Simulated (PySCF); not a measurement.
## A search over the determinants of HCl

Unrestricted PBE0; PySCF, no relativity, basis sets H def2-TZVP, Cl def2-TZVP. Outer shells of the fragments: H 1s1; Cl 3s2 3p5.

Followed along the bond (rough minima from three points):

```tsv
2Ms+1	unpaired	⟨S²⟩ at the start	R at minimum (Å)	Te (eV)
1	none	0.00	1.28	0.00
3	σ ↑, π ↑	2.00	none in the scan	≤ 6.45
```

Solutions found at the starting distance of 1.290 Å, counted from the lowest of them; the search is not exhaustive and high or unbound solutions are not listed, so other states can lie among these:

```tsv
2Ms+1	unpaired	term	E (eV)	⟨S²⟩	⟨Lz²⟩	μ (D)
1	none	¹Σ⁺	0.00	0.00	0.00	-1.27
3	σ ↑, π ↑	³Π	7.17	2.00	1.01	1.60
3	σ ↑↑	³Σ⁺	10.00	2.00	0.00	0.94
```

A term symbol is given only where ⟨S²⟩ and ⟨Lz²⟩ are close to those of a pure state; real π, δ and φ orbitals otherwise mix terms. A positive dipole means H(−)Cl(+).

Counting both spins, an empty level lies below a filled one in some of these solutions, because spin and occupation are held.
